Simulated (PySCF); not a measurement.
# Al₃⁺: relaxation and vibrations of the triplet

Where does triplet Al₃⁺ go from a obtuse triangle start, is the end point a minimum, and what are its modes, charges and moments?

Program: PySCF 2.14.0. Level of theory: PBE0, basis Al def2-TZVP, no relativity, density fitting. These are calculated values, not measurements.

## 1. The starting structure

3 atoms, charge 1, spin multiplicity 3.

Bond lengths: Al1–Al2 2.480 Å, Al1–Al3 2.480 Å. Angles: Al2–Al1–Al3 104.9°.

Coordinates in bohr (charge 1 multiplicity 3):
```
Al    0.0000    0.0000    0.0000
Al    3.7144    2.8573    0.0000
Al   -3.7144    2.8573    0.0000
```

## 2. The SCF at the typed geometry

The steps below are one call of a driver around PySCF. For each, scf.py gives the equivalent set-up of the SCF; relaxations use the driver's own optimiser. After this first run the driver tries any further starts and a stability analysis.

The input, scf.py:

```python
from pyscf import gto, scf, dft
mol = gto.M(atom='''
Al     0.000000     0.000000     0.000000
Al     1.965600     1.512000     0.000000
Al    -1.965600     1.512000     0.000000''',
    basis={'Al': 'def2-TZVP'},
    charge=1, spin=2)
mf = dft.UKS(mol, xc='PBE0')
mf.grids.atom_grid = (50, 194)
aux = {'Al': 'def2-universal-JKFIT'}
mf = mf.density_fit(auxbasis=aux)
mf.conv_tol = 1e-08
mf.diis_space = 10
mf.max_cycle = 60
mf.init_guess = 'minao'
mf.verbose = 4
mf.kernel()
```

On the command line:

```
$ OMP_NUM_THREADS=4 python axn.py task.json out
```

Output:

```text
init E= -726.965990715059
[... the frontier-level lines of each cycle are left out ...]
cycle= 1 E= -726.610201490177  delta_E= 0.356  |g|= 0.142  |ddm|= 1.09
cycle= 2 E= -726.623592525326  delta_E= -0.0134  |g|= 0.0899  |ddm|= 0.523
cycle= 3 E= -726.626487852763  delta_E= -0.0029  |g|= 0.0198  |ddm|= 0.129
cycle= 4 E= -726.626799298851  delta_E= -0.000311  |g|= 0.0132  |ddm|= 0.0643
cycle= 5 E= -726.627035749814  delta_E= -0.000236  |g|= 0.00302  |ddm|= 0.029
cycle= 6 E= -726.62706919488  delta_E= -3.34e-05  |g|= 0.0016  |ddm|= 0.0152
cycle= 7 E= -726.627077915501  delta_E= -8.72e-06  |g|= 0.000657  |ddm|= 0.00679
cycle= 8 E= -726.627081007082  delta_E= -3.09e-06  |g|= 0.000212  |ddm|= 0.00558
cycle= 9 E= -726.627081349752  delta_E= -3.43e-07  |g|= 8.46e-05  |ddm|= 0.002
cycle= 10 E= -726.627081378904  delta_E= -2.92e-08  |g|= 1.96e-05  |ddm|= 0.000512
cycle= 11 E= -726.627081381222  delta_E= -2.32e-09  |g|= 5.92e-06  |ddm|= 0.000141
Extra cycle  E= -726.627081381387  delta_E= -1.65e-10  |g|= 3.76e-06  |ddm|= 2.69e-05
converged SCF energy = -726.627081381387  <S^2> = 2.019496  2S+1 = 3.0129693
```

This step, with its further starts and checks, ran for 9.8 s (4 threads of Arm Neoverse V2, shared host).

Energies from each starting density:

```csv
start,energy (Eh)
the minimal-basis guess,-726.627081
a thermally smeared density,-726.624097
a smeared PBE density,-726.627081
```

No lower solution of this spin turned up from the other starts or in the test of internal stability.

## 3. Relaxation: obtuse triangle start, triplet

The program finds C2v symmetry in the start, which this walk keeps. The walk stops when the largest gradient is under 0.0003 Eh/bohr and the energy has settled too.

scf.py: that of step 2 with these lines changed.

```diff
@@ -3,3 +3,3 @@
-Al     0.000000     0.000000     0.000000
-Al     1.965600     1.512000     0.000000
-Al    -1.965600     1.512000     0.000000''',
+Al     0.000000    -1.008000     0.000000
+Al     1.965600     0.504000     0.000000
+Al    -1.965600     0.504000     0.000000''',
@@ -15 +14,0 @@
-mf.init_guess = 'minao'
```

Steps of the walk:

```csv
step,energy (Eh),change (kJ/mol),largest symmetric gradient (Eh/bohr)
0,-726.627081,0.00,0.02250
1,-726.631560,-11.76,0.01567
2,-726.639955,-33.80,0.01006
3,-726.643355,-42.73,0.01250
4,-726.645959,-49.56,0.01205
5,-726.649883,-59.87,0.01025
6,-726.650903,-62.54,0.00911
7,-726.653196,-68.57,0.00128
8,-726.653222,-68.63,0.00100
9,-726.653237,-68.67,0.00014
10,-726.653238,-68.67,0.00002
```

The walk took 15 s.

Geometry (Å) and forces (eV/Å) at some steps:

```
step 0
Al   0.000  -1.008   0.000   0.000  -1.157   0.000
Al   1.966   0.504   0.000   0.328   0.579   0.000
Al  -1.966   0.504   0.000  -0.328   0.579   0.000
step 1
Al   0.000  -1.099   0.000   0.000  -0.806   0.000
Al   1.930   0.550   0.000   0.025   0.403   0.000
Al  -1.930   0.550   0.000  -0.025   0.403   0.000
step 5
Al   0.000  -1.708   0.000   0.000   0.527   0.000
Al   1.365   0.854   0.000  -0.396  -0.264   0.000
Al  -1.365   0.854   0.000   0.396  -0.264   0.000
step 10
Al   0.000  -1.544   0.000   0.000   0.000   0.000
Al   1.335   0.772   0.000   0.001   0.000   0.000
Al  -1.335   0.772   0.000  -0.001   0.000   0.000
```

It settles in D3h symmetry, 68.7 kJ/mol below the start, after 10 steps: Al–Al 2.670 Å, Al–Al 2.673 Å (×2); Al–Al–Al 60.0° (×3).

## 4. Vibrations and properties at this point

On the finer grid the gradient is checked again; gradients at displacements of ±0.02 bohr then give force constants and infrared intensities.

scf.py: that of step 3 with these lines changed.

```diff
@@ -3,3 +3,3 @@
-Al     0.000000    -1.008000     0.000000
-Al     1.965600     0.504000     0.000000
-Al    -1.965600     0.504000     0.000000''',
+Al    -0.000000    -1.542457     0.000000
+Al     1.335807     0.771229     0.000000
+Al    -1.335807     0.771229     0.000000''',
@@ -9 +9 @@
-mf.grids.atom_grid = (50, 194)
+mf.grids.atom_grid = (75, 302)
@@ -12 +12 @@
-mf.conv_tol = 1e-08
+mf.conv_tol = 1e-10
```

The driver hands on the density of the step before, so the log starts near convergence.

Log of the central SCF (cycles and frontier levels):

```text
init E= -726.653262219327
[... the frontier-level lines of each cycle are left out ...]
cycle= 1 E= -726.653262219325  delta_E= 2.61e-12  |g|= 4.86e-07  |ddm|= 2.16e-06
Extra cycle  E= -726.653262219325  delta_E= -3.41e-13  |g|= 6.32e-07  |ddm|= 2.03e-06
converged SCF energy = -726.653262219325  <S^2> = 2.0423463  2S+1 = 3.0280993
```

The whole step took 16 s.

Geometry: D3h; Al–Al 2.672 Å (×3); Al–Al–Al 60.0° (×3).

Modes, for the most abundant isotopes:

```json
{"symmetry": "e'", "ω (cm⁻¹)": "154", "IR (km/mol)": "6.3", "μ (u)": "26.98"}
{"symmetry": "a1'", "ω (cm⁻¹)": "274", "IR (km/mol)": "0.0", "μ (u)": "26.98"}
```

No imaginary mode, so this is a minimum.

Constants and moments:

```yaml
Dipole_moment_about_the_centre_of_mass: 0.00 D
Highest_occupied_level: -10.02 eV
Lowest_empty_level: -7.85 eV
Rotational_constants: 0.1751, 0.1751, 0.08754 cm⁻¹
Zero-point_energy: 3.5 kJ/mol
Principal_polarisabilities: 75.6, 140.0, 140.0 bohr³
Principal_traceless_quadrupole_moments_about_the_centre_of_mass: -11.13, 5.56, 5.56 D Å
Entropy_at_298.15_K_and_1_bar_electronic_part_spin_only: 294.8 J/(mol K)
Heat_capacity_Cp_at_298.15_K: 56.3 J/(mol K)
Enthalpy_at_298.15_K_above_0_K: 14.45 kJ/mol
Rotational_symmetry_number: 6
Spin_squared_⟨S²⟩: 2.042
```

Charges (e) and bond orders:

```
 atom  Mulliken  Löwdin  polar tensor  spin (Mulliken)  Mayer order to Al1
  Al1      0.33    0.33          0.33             0.67                   –
Al2,3      0.33    0.33          0.33             0.67                0.82
```

Mulliken populations on Al1: s 5.75, p 6.81, d 0.09, f 0.01.

## 5. Summary of results

```
                                          quantity                                    value
                                           minimum                             triplet, D3h
                                          geometry  Al–Al 2.672 Å (×3); Al–Al–Al 60.0° (×3)
                                wavenumbers (cm⁻¹)                      154 (e'), 274 (a1')
                    dipole moment (centre of mass)                                   0.00 D
highest occupied, lowest empty level (either spin)                         -10.02, -7.85 eV
                        polar-tensor charge of Al1                                  +0.33 e
                                 zero-point energy                               3.5 kJ/mol
                               entropy at 298.15 K                          294.8 J/(mol K)
                                              ⟨S²⟩                                    2.042
```

From C2v at the start the molecule goes to a D3h minimum. In the infrared the band at 154 cm⁻¹ (e') leads. Other starts or spin states, not run here, may lie lower.

The search up to here took 41 s.
